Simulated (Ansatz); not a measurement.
Zinc-blende MgTe (metastable phase) was calculated with PBEsol-D3(BJ) (Ansatz, an electronic-structure program, PAW).

Input:

Ansatz 0.2 input:
```yaml
crystal:
  lattice:
    - [0.0, 3.1999628204, 3.1999628204]
    - [3.1999628204, 0.0, 3.1999628204]
    - [3.1999628204, 3.1999628204, 0.0]
  atoms:
    - { symbol: Mg, position: [0.0, 0.0, 0.0] }
    - { symbol: Te, position: [0.25, 0.25, 0.25] }
basis:
  ecutwfc: 520
  ecutrho_ratio: 4
  xc_grid: 2
kpoints:
  mp_grid: { grid: [10, 10, 10] }
hamiltonian:
  xc: pbesol
  dispersion: d3bj
  pseudopotentials: { kind: paw }
scf:
  occupations: { method: fermi_dirac, width: 0.01 }
  convergence: { dr2_threshold: 0.0000000002 }
output:
  forces: true
  stress: true
  eigenvalues: true
```

Excerpt of the program's output:

```
Crystal: 2 atoms, lattice volume = 65.534 Å³
Basis set: ecut = 520 eV, 1807 PW (Γ), exchange–correlation on 72×72×72 points (8 copies of the dense FFT grid, shifted against one another)
Bands: 17, of which v1, the nominal top of the filled ones, is band 13 counted from 1 (12 counted from 0)
Symmetry: 24 space group operations
Space group: F-43m (ITA 216), of the structure as read, at distance tolerance 4.0e-5 Å
k-points: 47 of 1000 (time reversal used)
Functional: x = pbesol(κ = 0.804, μ = 0.12345679012345678), c = pbesol(β = 0.046)
SCF iter   1: F=—  HF=-8815.799327 eV  |F-HF|=—  |Δ(HF+E_count)|=         —  Δρ=2.14e-3  dr2=3.70e-3
SCF iter   2: F=—  HF=-8815.796794 eV  |F-HF|=—  |Δ(HF+E_count)|=   2.53e-3  Δρ=9.53e-4  dr2=4.00e-4
  ...
SCF iter   6: F=—  HF=-8815.796829 eV  |F-HF|=—  |Δ(HF+E_count)|=   3.78e-9  Δρ=1.61e-6  dr2=1.41e-9
SCF iter   7: F=-8815.796829 eV  HF=-8815.796829 eV  |F-HF|=2.18e-11  |Δ(HF+E_count)|=  1.15e-10  Δρ=1.96e-7  dr2=1.75e-11
SCF 1 converged in 7 iterations: F = -8815.796829 eV  dr2 = 1.75e-11
SCF converged after 7 iterations
Free energy (F): -8815.796829 eV
Internal energy: -8815.796829 eV  (E = F + TS)
E sigma→0 (E₀):  -8815.796829 eV
Fermi energy:    5.708250 eV
--- Stress (GPa, compression-positive) ---
       -0.748599       0.000000      -0.000000
        0.000000      -0.748599       0.000000
        0.000000       0.000000      -0.748599
  P = ⅓ Tr σ = -0.7486 GPa (-7.486 kbar)
```

The cell is one volume of an energy–volume scan, off the minimum.

The PAW data were made under PBE.
